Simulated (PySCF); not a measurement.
Gas-phase reaction: H3SiCCH + 3 C3H8 ⇌ H2CSiH2 + 2 CH3C(CH3)2CH3

Energies from PySCF, thermal terms from the rigid-rotor harmonic-oscillator model, ideal gas at 1 bar. † marks an energy on the PBE0/def2-TZVP geometry and frequencies; other levels use their own. 6-31G* has spherical d functions here. All species are closed-shell singlets. B3LYP is the form with VWN-RPA correlation. H2CSiH2: computed as isolated molecules; such fragments, hydroxides, amides, oligomers or adducts are transient or little studied in the gas.

PBE0/def2-SVP† gives ΔH°(298 K) = -76 kJ.

Problem. What do LDA/def2-TZVP†, B3LYP/6-31G*, ωB97X-V/def2-TZVP† give?

Solution. LDA/def2-TZVP†: -135 kJ; B3LYP/6-31G*: -33 kJ; ωB97X-V/def2-TZVP†: -63 kJ. For scale, ΔH°(298 K) is -76 kJ at this level, -63 kJ at ωB97M-V/def2-TZVP†, and runs from -135 to 26 kJ over the 18 levels computed.
